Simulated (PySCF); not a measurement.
**Core-level binding energies of streptocyanine-3**

Species: streptocyanine-3, C₃H₇N₂ (charge +1).
Cartesian coordinates in Å at the PBE0-D3(BJ)/def2-SVP level; atoms count from 1:
```xyz
12
C3H7N2 angstrom
N      2.3277    0.1374   -0.6312
C      1.0247   -0.0072   -0.7308
C      0.1186    0.0490    0.3207
C     -1.2339   -0.1255    0.0556
N     -2.2011   -0.0988    0.9460
H      2.9256    0.0870   -1.4485
H      2.7810    0.3121    0.2606
H      0.6524   -0.1880   -1.7459
H      0.4650    0.2280    1.3426
H     -1.5559   -0.3033   -0.9771
H     -3.1687   -0.2339    0.6749
H     -2.0174    0.0591    1.9321
```

Method used: delta-SCF UKS SCAN, pcX-2 on the ionised atom, pcseg-1 elsewhere, spin-free X2C (PySCF). Binding energies are ΔSCF values: E(core-ionised, relaxed orbitals) − E(ground state) at a fixed geometry, referred to the vacuum level.

Question: Give the core binding energies atom by atom.

Answer: 
| atom(s) | bonded to | level | binding energy (eV) | count |
| --- | --- | --- | --- | --- |
| N1/N5 | C and 2 H | N 1s | 411.09 | 2 |
| C3 | 2 C and H | C 1s | 295.45 | 1 |

Question: Which effective nuclear charge Zeff reproduces each element's mean 1s value in the hydrogen-like formula E = 13.606 eV × Zeff²?

Answer: C (Z = 6): mean 295.4 eV, Zeff = 4.66, Z − Zeff = 1.34; N (Z = 7): mean 411.1 eV, Zeff = 5.50, Z − Zeff = 1.50. Means run over the listed sites, weighted by atom count.

Atoms equivalent by their bonding share one computed value, that of the first of them. The list is incomplete; no value stands for C 1s of C2, C4 (hole states with ⟨S²⟩ of 1 or more are left out). The species carries charge +1, so core ionisation leaves charge +2. Geometry: PBE0-D3(BJ)/def2-SVP, one conformer, isolated ion.

The run took 31 s wall on one thread, Arm Neoverse V2 (aarch64), shared host, and the process peaked at 0.45 GiB of memory.
